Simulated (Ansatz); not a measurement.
The first iterations of a band of AlBH₄S (7 atoms, charge 0, multiplicity 1).

Theory: Ansatz, RKS B3LYP/cc-pVDZ.

- movable images: 7
- climbing image: yes
- spring: 5.0 eV/Å²
- optimiser: quadratic models (default)
- start path: through a guess of the saddle point
- force threshold: 0.05 eV/Å
- iteration limit: 60
- end points: relaxed

Image 0:

```xyz
7
Properties=species:S:1:pos:R:3
B -1.382 0.457 -0.810
Al 0.303 0.168 0.453
S 1.679 -1.521 -0.008
H -2.452 -0.063 -0.593
H -1.344 1.167 -1.789
H 0.676 1.062 1.718
H 2.520 -1.270 1.030
```

Image 8:

```xyz
7
Properties=species:S:1:pos:R:3
B -1.382 0.457 -0.810
Al 0.301 0.166 0.454
S 1.681 -1.519 -0.010
H -1.344 1.174 -1.783
H -2.451 -0.068 -0.600
H 0.673 1.058 1.721
H 2.521 -1.268 1.029
```

| iteration | highest image above the first end (eV) | largest band force component (eV/Å) |
| --- | --- | --- |
| 1 | 10.703 | 37.324 |
| 2 | 1.854 | 5.622 |

Question: Does the band converge within its limit, and where does its top end?

Answer: It converged. It ended after 8 iterations with the highest image 0.080 eV above the first end. A vibrational analysis at the climbing image gives one clearly imaginary mode, 152i cm⁻¹: a first-order saddle point.

Time of the run: 80 s on 1 thread of Intel(R) Xeon(R) 6975P-C (Granite Rapids) (shared host), peak memory 0.14 GiB.
